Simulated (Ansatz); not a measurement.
# AlBCl: the cost of one run

Program: Ansatz 0.2.0, Gaussian basis. Level of theory: def2-TZVPP, core rule «outside noble gas», up to 11 orbitals frozen. These are calculated values, not measurements.

Plan: UHF; ROHF; CCSD(T) on UHF.

2 further runs of the same task are left out: 2 set aside as unsound or not needed.

### 1 The system

The geometry is a PBE0/def2-TZVP stationary point (not a proven minimum).

3 atoms, charge 0, spin multiplicity 2.

Atoms are counted from 1 here; the program's logs count them from 0.

Bond lengths: B1–Al2 2.149 Å, Al2–Cl3 2.113 Å. Angles: B1–Al2–Cl3 121.7°.

### 2 UHF

Contents of in.yaml:

```yaml
crystal:
  periodic: [false, false, false]
  atoms:
    - {symbol: B, position_ang: [0.000000, 0.761887, -2.406751]}
    - {symbol: Al, position_ang: [0.000000, -0.553323, -0.706867]}
    - {symbol: Cl, position_ang: [0.000000, 0.188778, 1.271874]}
basis:
  gaussian: {orbitals: def2-TZVPP}
magnetization: {spin_polarized: true, initial_magnetization: 1}
hamiltonian: {xc: hf}
output: {orbitals: {seedname: orbitals}}
```

Run with:

```bash
$ ansatz run in.yaml --threads 1 --pin off --events-out ev --progress --plain --max-ram 4096MiB --backend cpu
```

**Question.** How long does this run take on 1 thread of AMD EPYC 7R13, shared host, and how much memory does it need?

About 16 s, with a peak of 0.32 GiB.
